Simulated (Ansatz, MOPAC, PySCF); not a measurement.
Ligands exchanged one at a time, C H-F. All species are isolated molecules in the gas phase. Strings in code marks are SMILES.

Quantity: vertical ionisation energy (energy after one electron is removed minus that of the parent at the parent's geometry), in eV.

Level 1: frozen-core MP2/cc-pVQZ // PBE-D3(BJ)/def2-TZVP (Ansatz, a first-principles code)
Level 2: PBE/6-31G* // PBE-D3(BJ)/def2-TZVP (PySCF)
Level 3: minus the HOMO energy of PM7 // PBE-D3(BJ)/def2-TZVP (MOPAC)
Level 4: minus the HOMO energy of SVWN5/6-31G* // PBE-D3(BJ)/def2-TZVP (PySCF)

```
species  level 1  level 2  level 3  level 4
-------  -------  -------  -------  -------
`C`        14.37    13.89    13.65     9.23
```
